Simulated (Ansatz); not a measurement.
Molecule (SMILES): [Si-]#[O+] (O-Si).
Atoms: Si1, O2. Bonds: Si1-O2.

How fast the highest harmonic wavenumber converges with the basis for several methods (Ansatz, a quantum-chemistry and plane-wave program): deviation from each method's own reference, in cm⁻¹. References: B3LYP 1257 cm⁻¹, the value in aug-cc-pV(Q+d)Z; CCSD(T) 1235 cm⁻¹, the value in def2-QZVPP; HF 1405 cm⁻¹, the value in aug-cc-pV(Q+d)Z; MP2 1192 cm⁻¹, the value in aug-cc-pV(Q+d)Z; PBE 1199 cm⁻¹, the value in aug-cc-pV(Q+d)Z. Cartesian d functions, on some or all atoms, in 6-311+G**; all else is spherical. In correlated methods cores are frozen. The T1 diagnostic of CCSD is high for at least one species. No added dispersion term, no relativity. Each level at its own minimum, unscaled; the references are large sets that could be run, not limits.

```
basis            functions  B3LYP  CCSD(T)   HF  MP2  PBE
---------------  ---------  -----  -------  ---  ---  ---
cc-pV(D+d)Z             37    -33      -59  -31  -40  -36
6-311+G**               53    -21      -20  -12  -12  -22
pcseg-2                 64     -1        3    5    8   -1
def2-TZVP               68     -1       -7    0    3   -1
def2-TZVPP              73     -3       -9   -3    1   -3
def2-TZVPPD             88     -5      -15   -6   -8   -5
aug-cc-pV(T+d)Z        101     -4      -13   -3   -8   -3
def2-QZVPP             127      0        0    1    5    0
```

Mean absolute deviation over 6-311+G**, pcseg-2, def2-TZVP, def2-TZVPP, def2-TZVPPD, aug-cc-pV(T+d)Z: HF 5, B3LYP 6, PBE 6, MP2 6, CCSD(T) 11 cm⁻¹.
